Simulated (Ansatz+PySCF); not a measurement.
Results of a calculation; reference values are marked as such.
## Several solutions for singlet N₂H₂

```xyz
4

N     0.0402   -0.0214   -0.5954
N     0.0352    0.0049    0.6510
H    -0.0212    0.9840   -0.8704
H     0.0364   -0.9629    0.9042
```

Basis set: def2-SVP (spherical functions). Charge 0, multiplicity 1.

CASSCF(2,2) was run from several starts with Ansatz (development build ahead of 0.2.0) and PySCF 2.14.0. The starts are those of the Hartree–Fock orbitals from which the active space was taken at the frontier.

```
run  program                        start  converged  energy (hartree)  <S²>
  A   Ansatz      stability test followed        yes        -109.94822  0.00
  B   Ansatz  search for the lowest state        yes        -109.94822  0.00
  C    PySCF             program defaults        yes        -109.91447  0.00
  D   Ansatz      atomic start, no search        yes        -109.94822  0.00
```

Q: Which runs reached the lowest solution of this kind, and what is wrong with the others?

A: A, B, D reached the lowest solution found. Converged but too high: C by 0.92 eV. Convergence only shows a stationary point; in CASSCF the end hangs on which orbitals enter the active space. Caution: other starts end on other solutions of this active space.
